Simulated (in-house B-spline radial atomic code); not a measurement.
The numbers below are computed, except where a source is named.
Extrapolating the RPA correlation energy in partial waves: neutral neon

All-electron RPA on r2SCAN orbitals from a B-spline radial code for spherical atoms, non-relativistic, point nucleus, configuration [He] 2s2 2p6. With empty states up to angular momentum L the sums are:

```json
{"L": "3", "E_c(L) (hartree)": "-0.537863"}
{"L": "4", "E_c(L) (hartree)": "-0.565777"}
{"L": "5", "E_c(L) (hartree)": "-0.576841"}
{"L": "6", "E_c(L) (hartree)": "-0.582049"}
```

For large l each further wave adds A/(l + 1/2)⁴, because the basis must build the cusp where two electrons meet.

Task: Estimate the limit from L = 5 and L = 6.

Result: Wave 6 adds -0.005208, against a sum of (l + 1/2)⁻⁴ of 5.60204e-04, so A = -9.2966. The sum over l > 6 is ζ(4, 7.5) = 9.6207e-04, close to 1/(3 × 7³) = 9.7182e-04. The tail is -0.008944 and the limit -0.59099 hartree.

Task: How good is the estimate?

Result: A run to L = 11 sums to -0.58840 and extrapolates to -0.58980 hartree, 0.07 millihartree from the run before. The estimate differs from that by -1.19 millihartree, while the bare sum at L = 6 misses 7.8 millihartree (1.3 %).
